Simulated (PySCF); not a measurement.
# LiS⁺ under other conditions

One physical setting of the base script is moved in each run, with the edits that it forces.

Program: PySCF 2.14.0. Level of theory: method and basis as typed in the scripts. These are calculated values, not measurements.

1 further run of the same task is left out (it didn't finish).

**1. The system as given**

LiS⁺: 2 atoms, charge 1, spin multiplicity 1.

Bond lengths: Li1–S2 2.204 Å.

**2. The run that the others are compared with**

The input, input.py:

```python
from pyscf import gto, dft

mol = gto.M(
    atom='Li 0 0 0; S 0 0 2.204',
    basis='pcseg-1',
    charge=1,
    spin=0,
    verbose=4,
)
mf = dft.UKS(mol, xc='mn15l')
mf.kernel()
mf.dip_moment()
print('orbital energies (hartree):', [e[max(0, n-3):n+3].round(4) for e, n in zip(mf.mo_energy, mol.nelec)])
```

Run with:

```
$ python input.py
```

The log of this run is left out.

In short: E(SCF) = -405.318342 Eh, 9 cycles, ⟨S²⟩ = 1.013.

⟨S²⟩ = 1.01 against 0.00 for a pure state: the determinant is spin-contaminated. The bond length is a typed value, not an optimised one. The dipole of an ion depends on the origin.

**3. Lengths in bohr**

Variant 1 changes length unit: angstrom → bohr; bond length: 2.204 Å → 2.204 bohr.

The input, input.py:

```python
from pyscf import gto, dft

mol = gto.M(
    atom='Li 0 0 0; S 0 0 2.204',
    basis='pcseg-1',
    charge=1,
    spin=0,
    unit='bohr',
    verbose=4,
)
mf = dft.UKS(mol, xc='mn15l')
mf.kernel()
mf.dip_moment()
print('orbital energies (hartree):', [e[max(0, n-3):n+3].round(4) for e, n in zip(mf.mo_energy, mol.nelec)])
```

Run with:

```
$ python input.py
```

**4. Bond 2.27 Å**

Variant 2 changes bond length: 2.204 Å → 2.27 Å.

Changes to input.py since step 2:

```diff
@@ -3,3 +3,3 @@
 mol = gto.M(
-    atom='Li 0 0 0; S 0 0 2.204',
+    atom='Li 0 0 0; S 0 0 2.27',
     basis='pcseg-1',
```

**5. Quintet**

Variant 3 changes spin (2S): 0 → 4.

Changes to input.py since step 2:

```diff
@@ -6,3 +6,3 @@
     charge=1,
-    spin=0,
+    spin=4,
     verbose=4,
```

**6. Bond 2.358 Å**

Variant 4 changes bond length: 2.204 Å → 2.358 Å.

Changes to input.py since step 2:

```diff
@@ -3,3 +3,3 @@
 mol = gto.M(
-    atom='Li 0 0 0; S 0 0 2.204',
+    atom='Li 0 0 0; S 0 0 2.358',
     basis='pcseg-1',
```

**7. Bond 10 Å**

Variant 5 changes bond length: 2.204 Å → 10 Å.

Changes to input.py since step 2:

```diff
@@ -3,3 +3,3 @@
 mol = gto.M(
-    atom='Li 0 0 0; S 0 0 2.204',
+    atom='Li 0 0 0; S 0 0 10',
     basis='pcseg-1',
```

Before running it: what results should come out? Wanted: for each run, E(SCF); from base; gap, α spin.

As calculated:

| run | E(SCF) (hartree) | from base (eV) | cycles | gap, α spin (eV) |
| --- | --- | --- | --- | --- |
| base | -405.318342 | 0 | 9 | 2.47 |
| lengths in bohr (poor choice) | -404.828678 | not comparable | 9 | 3.36 |
| bond 2.27 Å | -405.321114 | -0.0754 | 9 | 2.46 |
| quintet | -405.063708 | +6.9290 | 9 | 1.37 |
| bond 2.358 Å | -405.323466 | -0.1394 | 9 | 2.45 |
| bond 10 Å (poor choice) | -405.301783 | +0.4506 | 13 | 1.72 |

**Reading.** The largest comparable shift of the SCF energy, +6.929 eV, comes with the run “quintet”. The quintet solution found lies 6.93 eV above the base singlet at this geometry and level. Rows marked «poor choice» come from settings spoiled on purpose.
